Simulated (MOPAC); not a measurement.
MOPAC input (PM7):

```
PM7 FORCE THERMO(298,298) PRECISE LET UHF MS=0.5 GEO-OK AUX(PRECISION=9) THREADS=1
CHCl2

C     0.26354580 1   -0.00204703 1    0.62143566 1
Cl   -0.08679111 1    1.42957316 1   -0.14464483 1
Cl   -0.05483218 1   -1.42864734 1   -0.16760696 1
H     0.68429725 1   -0.00521638 1    1.60167925 1
```

From the output:

```
     H    4   3.564638   0.605746   0.606673   4.147045

          HEAT OF FORMATION =      13.799475 KCALS/MOLE

          ZERO POINT ENERGY       9.048 KCAL/MOL

           NORMAL COORDINATE ANALYSIS (Total motion = 1 Angstrom)

   Root No.       1         2         3         4         5         6

                 1 A1      1 B1      2 A1      1 B2      2 B2      3 A1

                 301.3     508.9     753.5     897.2    1162.5    2705.8

           1   -0.1394   -0.0000    0.2018    0.4923   -0.0356   -0.0365
           2   -0.2354   -0.0000    0.3408   -0.2915    0.0211   -0.0616
           3    0.0000   -0.1548   -0.0000    0.0000   -0.0000   -0.0000
           4   -0.1714    0.0000   -0.1242   -0.1169   -0.0122   -0.0010
           5    0.1596    0.0000   -0.0103   -0.0018   -0.0085   -0.0006
           6   -0.0000    0.0146    0.0000    0.0000    0.0000    0.0000
           7    0.2224    0.0000    0.0507   -0.0546    0.0016   -0.0000
           8   -0.0736    0.0000   -0.1139    0.1034    0.0148   -0.0012
           9   -0.0000    0.0146    0.0000   -0.0000   -0.0000    0.0000
          10   -0.1315    0.0001    0.1807    0.1669    0.7993    0.4719
          11   -0.2220    0.0001    0.3051   -0.0989   -0.4733    0.7968
          12   -0.0000    0.8160    0.0000   -0.0000   -0.0000   -0.0002

           MASS-WEIGHTED COORDINATE ANALYSIS (NORMAL COORDINATES)

   Root No.       1         2         3         4         5         6

                 1 A1      1 B1      2 A1      1 B2      2 B2      3 A1

                 301.3     508.9     753.5     897.2    1162.5    2705.8

           1   -0.2192   -0.0000    0.3965    0.7677   -0.1295   -0.1314
           2   -0.3702   -0.0001    0.6695   -0.4546    0.0767   -0.2218
           3    0.0000   -0.5435   -0.0001    0.0000   -0.0000   -0.0001
           4   -0.4632    0.0000   -0.4192   -0.3132   -0.0765   -0.0064
           5    0.4313    0.0000   -0.0347   -0.0047   -0.0530   -0.0037
           6   -0.0000    0.0882    0.0000    0.0000    0.0000    0.0000
           7    0.6009    0.0000    0.1711   -0.1464    0.0097   -0.0002
           8   -0.1988    0.0000   -0.3843    0.2769    0.0926   -0.0074
           9   -0.0000    0.0882    0.0000   -0.0000   -0.0000    0.0000
          10   -0.0599    0.0001    0.1028    0.0754    0.8431    0.4923
          11   -0.1012    0.0001    0.1736   -0.0447   -0.4993    0.8313
          12   -0.0000    0.8301    0.0000   -0.0000   -0.0000   -0.0002

          DESCRIPTION OF VIBRATIONS

 VIBRATION          1    1A1         ATOM PAIR     ENERGY CONTRIBUTION    RADIAL
 FREQUENCY           301.34         C 1 -- Cl3         +29.8% (130.1%)      8.5%
 TRANSITION DIPOLE   0.2720         C 1 -- Cl2         +29.8% (130.1%)      8.5%
 TRAVEL (Ang.)       0.1378         Cl2 -- Cl3         +25.5% (120.2%)    100.0%
 REDUCED MASS       11.7880         C 1 -- H 4         +14.9% ( 91.8%)    100.0%
 EFFECTIVE MASS     41.6900
 FORCE CONSTANT      0.6307

 VIBRATION          2    1B1         ATOM PAIR     ENERGY CONTRIBUTION    RADIAL
 FREQUENCY           508.92         C 1 -- H 4         +84.1% ( 98.5%)      0.0%
 TRANSITION DIPOLE   1.0209         C 1 -- Cl3          +8.0% ( 30.3%)      0.0%
 TRAVEL (Ang.)       0.2942         C 1 -- Cl2          +8.0% ( 30.3%)      0.0%
 REDUCED MASS        1.5309
 EFFECTIVE MASS      3.2597
 FORCE CONSTANT      0.2336

 VIBRATION          3    2A1         ATOM PAIR     ENERGY CONTRIBUTION    RADIAL
 FREQUENCY           753.47         C 1 -- Cl3         +39.8% (107.1%)     57.3%
 TRANSITION DIPOLE   1.2909         C 1 -- Cl2         +39.8% (107.1%)     57.3%
 TRAVEL (Ang.)       0.1162         C 1 -- H 4         +15.2% ( 66.2%)    100.0%
 REDUCED MASS        6.6236         Cl2 -- Cl3          +5.1% ( 38.2%)    100.0%
 EFFECTIVE MASS     20.9755
 FORCE CONSTANT      2.2155

 VIBRATION          4    1B2         ATOM PAIR     ENERGY CONTRIBUTION    RADIAL
 FREQUENCY           897.21         C 1 -- Cl3         +35.3% ( 91.4%)     85.2%
 TRANSITION DIPOLE   4.8286         C 1 -- Cl2         +35.3% ( 91.4%)     85.2%
 TRAVEL (Ang.)       0.0952         C 1 -- H 4         +27.5% ( 80.6%)      0.0%
 REDUCED MASS        8.2949         Cl2 -- Cl3          +1.8% ( 20.6%)      0.0%
 EFFECTIVE MASS     15.4978
 FORCE CONSTANT      3.9342

 VIBRATION          5    2B2         ATOM PAIR     ENERGY CONTRIBUTION    RADIAL
 FREQUENCY          1162.47         C 1 -- H 4         +98.1% ( 98.3%)      0.0%
 TRANSITION DIPOLE   0.3586         C 1 -- Cl3          +0.9% (  9.3%)     14.3%
 TRAVEL (Ang.)       0.2484         C 1 -- Cl2          +0.9% (  9.3%)     14.3%
 REDUCED MASS        0.9404         Cl2 -- Cl3          +0.2% (  4.1%)      0.0%
 EFFECTIVE MASS      1.3178
 FORCE CONSTANT      0.7487

 VIBRATION          6    3A1         ATOM PAIR     ENERGY CONTRIBUTION    RADIAL
 FREQUENCY          2705.78         C 1 -- H 4         +98.5% (100.0%)    100.0%
 TRANSITION DIPOLE   0.8469         C 1 -- Cl3          +0.7% (  8.7%)     24.7%
 TRAVEL (Ang.)       0.1636         C 1 -- Cl2          +0.7% (  8.7%)     24.7%
 REDUCED MASS        0.9312
 EFFECTIVE MASS      1.3822
 FORCE CONSTANT      4.0169

      SYMMETRY NUMBER FOR POINT-GROUP C2v =  2

          SYSTEM IS A GROUND STATE

 CHCl2

          MOLECULE IS NOT LINEAR

          THERE ARE  6 GENUINE VIBRATIONS IN THIS SYSTEM
          THIS THERMODYNAMICS CALCULATION IS LIMITED TO
          MOLECULES WHICH HAVE NO INTERNAL ROTATIONS

                    CALCULATED THERMODYNAMIC PROPERTIES
                                          *
   TEMP. (K)   PARTITION FUNCTION   H.O.F.    ENTHALPY  HEAT CAPACITY ENTROPY
                                   KCAL/MOL   CAL/MOLE    CAL/K/MOL  CAL/K/MOL

 298.00  VIB.     0.1490D+01                   503.2731     4.3645     2.4816
         ROT.     0.1860D+05                   888.2803     2.9808    22.5168
         INT.     0.2772D+05                  1391.5534     7.3453    24.9984
         TRA.     0.7433D+27                  1480.4672     4.9680    39.1934
         TOT.                       13.799    2872.0205    12.3134    64.1918

   *: NOTE: HEATS OF FORMATION ARE RELATIVE TO THE
            ELEMENTS IN THEIR STANDARD STATE AT 298K
              (=  Standard Enthalpy of Formation).

            Hvib:  Zero-point energy is not included.
                   frequencies of less than zero cm-1 are not included.
            Hrot = (3/2)RT
            Htra = (3/2)RT + pV = (5/2)RT

            Heat capacity is Cp, not Cv

          For more information, see: HTTP://OpenMOPAC.net/Manual/thermochemistry.html

           FORCE CONSTANT IN CARTESIAN COORDINATES (Millidynes/A)

    ATOM   CHEMICAL       X               Y               Z
   NUMBER   SYMBOL  FORCE CONSTANT  FORCE CONSTANT  FORCE CONSTANT

      1       C        5.074650        5.671381        0.539900
      2      Cl        4.311327        0.450722        0.042834
      3      Cl        1.396207        3.365842        0.042834
      4       H        1.630460        3.216218        0.106592

 **********************
 *                    *
 * JOB ENDED NORMALLY *
 *                    *
 **********************
```
